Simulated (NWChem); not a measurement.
**Correlation energy of O**

SMILES: [O]
```xyz
1

O      0.0000     0.0000     0.0000
```
Charge 0, spin multiplicity 3.

The numbers come from NWChem runs, not from measurements.

Basis set: cc-pVTZ. Each correlation energy counts from its own Hartree-Fock reference.

The correlated methods keep 1 core orbital frozen. No SCF solution was tested for a lower state. Open-shell Hartree-Fock references start from PBE0 orbitals. No row is a measurement; the coupled-cluster row has its own basis-set and correlation limits.

**Question.** Order these methods by the correlation energy they give, lowest first: URI-MP2, SCS-UMP2, CCSD on UHF, CCSD[T] on UHF, CCSD on ROHF.

**Answer.** CCSD on ROHF (-165.2 mHa), CCSD[T] on UHF (-162.3 mHa), CCSD on UHF (-159.3 mHa), URI-MP2 (-143.1 mHa), SCS-UMP2 (-141.0 mHa)
